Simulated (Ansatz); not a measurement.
# A ladder of methods for CH2P2 (SMILES P#CP)

CH2P2 has 5 atoms, charge 0, and is taken as a singlet. As SMILES, `P#CP`. Geometry: relaxed at GFN2-xTB.

```xyz
5

P    -0.1843   -1.5262    1.8555
C    -0.1794   -0.4633    0.7115
P    -0.3452    0.8380   -0.4454
H    -0.3139    0.0252   -1.5859
H     1.0227    1.1262   -0.5357
```

Each level gives the energy change with the C2–P3 bond stretched from 1.749 to 2.624 Å (eV). The values are calculated.

| level | kind | program | value (eV) | less FCI/STO-3G | CPU time (all runs) |
| --- | --- | --- | --- | --- | --- |
| HF/STO-3G (restricted) | Hartree–Fock | Ansatz | 4.32 | +1.43 | 0.32 s |
| r2SCAN/STO-3G (restricted) | meta-GGA | Ansatz | 3.19 | +0.30 | 7.1 s |
| PBE0/STO-3G (restricted) | global hybrid | Ansatz | 3.48 | +0.59 | 2.8 s |
| CAM-B3LYP/STO-3G (restricted) | range-separated hybrid | Ansatz | 3.57 | +0.68 | 3 s |
| B2PLYP/STO-3G (restricted) | double hybrid | Ansatz | 3.26 | +0.37 | 4.2 s |
| MP2/STO-3G (restricted) | perturbation theory | Ansatz | 3.31 | +0.42 | 0.45 s |
| BCCD(T)/STO-3G (restricted) | coupled cluster or CI | Ansatz | 2.87 | -0.02 | 0.56 s |
| CCSD(T)/STO-3G (restricted) | coupled cluster or CI | Ansatz | 2.86 | -0.03 | 0.46 s |
| FCI/STO-3G | exact in the basis | Ansatz | 2.89 | 0.00 | 2.1 min |

FCI/STO-3G is exact within its basis and frozen core, so for wave-function methods in that basis the difference is their error; functionals converge differently with the basis, so for them it is only a difference. A spin-restricted reference rises too steeply as a bond breaks; here HF/STO-3G, PBE0/STO-3G, CAM-B3LYP/STO-3G, MP2/STO-3G lie well above the multireference or unrestricted value. The first shape isn't each level's own minimum. The values span 2.86 to 4.32 eV. All rows use very small basis sets, so none should be taken for the real molecule's value. CPU times are rough (shared hosts, several kinds of processor and program).
